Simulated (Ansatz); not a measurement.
`CC(F)(F)CF` + H₂ → `FCC(F)F` + CH₄ at 298.15 K and 1 bar (hydrogenolysis of a C–C bond).

Calculated with Ansatz (gas phase, PBE0-D4/def2-TZVP geometries, no zero-point term in ΔE). CCSD(T)/CBS is the MP2 limit (def2-TZVPP, def2-QZVPP) plus CCSD(T) − MP2 in def2-TZVPP, frozen cores. This one scheme is used for every species. Each species was taken in one conformer, which may not be the lowest.

| species | CCSD(T)/CBS energy (Eh) | H − E (kJ/mol) | S (J/(mol·K)) |
| --- | --- | --- | --- |
| `CC(F)(F)CF` | -416.54394 | 231.7 | 328.1 |
| H₂ | -1.17544 | 35.1 | 130.4 |
| `FCC(F)F` | -377.27138 | 156.4 | 302.4 |
| CH₄ | -40.46206 | 127.4 | 186.2 |

H − E and S are ideal-gas, rigid-rotor, harmonic terms from PBE0-D4/def2-TZVP, for one conformer and one mirror image of each species. The MP2-based limit puts H₂ 0.8 mEh under its directly extrapolated value; such offsets cancel only in part. 1 Eh = 2625.50 kJ/mol, R = 8.31446 J/(mol·K).

Task: By hand: ΔE, ΔH, ΔS and ΔG.

Result: ΔE = (-377.27138) + (-40.46206) − (-416.54394) − (-1.17544) = -0.01406 Eh = -36.9 kJ/mol. Δ(H − E) = 156.4 + 127.4 − 231.7 − 35.1 = 17.0, so ΔH = -19.9 kJ/mol. ΔS = 302.4 + 186.2 − 328.1 − 130.4 = 30.1 J/(mol·K). ΔG = -19.9 − 298.15 × (30.1)/1000 = -28.9 kJ/mol.

Task: By hand: the equilibrium constant, and the temperature at which ΔG would vanish if ΔH and ΔS stayed fixed.

Result: log₁₀ K = −ΔG/(RT ln 10) = 5.1. ΔH and −TΔS have one sign here, so there is no such temperature.

TΔS isn't small against ΔH here. A doubt of 5 kJ/mol in ΔE shifts log₁₀ K by 0.9 here. Other conformers and mirror images would add mixing entropy, several J/(mol·K) or more a flexible species. These are equilibria of isolated gas molecules and say nothing of rates. Largest T1 diagnostic: 0.011 (customary marks: 0.02 for closed shells, 0.045 for open ones).
